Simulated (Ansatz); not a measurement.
## Ruthenium (hcp) across density functionals

All rows: Ansatz, plane waves with scalar-relativistic PAW, 420 eV (500 eV for the SCAN forms), relaxed under each functional, no dispersion correction, no zero-point motion. B₀ comes from uniform scaling at fixed shape; a dash is a value not given.

The measured cell (COD entry 9008513) has a = 2.704 Å, c = 4.282 Å (c/a = 1.584), 13.55 Å³/atom.

```tsv
functional	V (Å³/atom)	cell	B₀ (GPa)	magnetic state
PBE	13.77	a = 2.724 Å, c = 4.286 Å (c/a = 1.573)	312	non-magnetic
r²SCAN	13.49	a = 2.706 Å, c = 4.255 Å (c/a = 1.572)	338	non-magnetic
PBEsol	13.32	a = 2.694 Å, c = 4.240 Å (c/a = 1.574)	347	non-magnetic
LDA	13.09	a = 2.678 Å, c = 4.215 Å (c/a = 1.574)	367	non-magnetic
revPBE	13.91	a = 2.733 Å, c = 4.300 Å (c/a = 1.573)	300	non-magnetic
RPBE	13.97	a = 2.737 Å, c = 4.306 Å (c/a = 1.573)	295	non-magnetic
BLYP	14.43	a = 2.768 Å, c = 4.348 Å (c/a = 1.571)	269	spin not included
```

LDA gives the smallest volume and BLYP the largest.
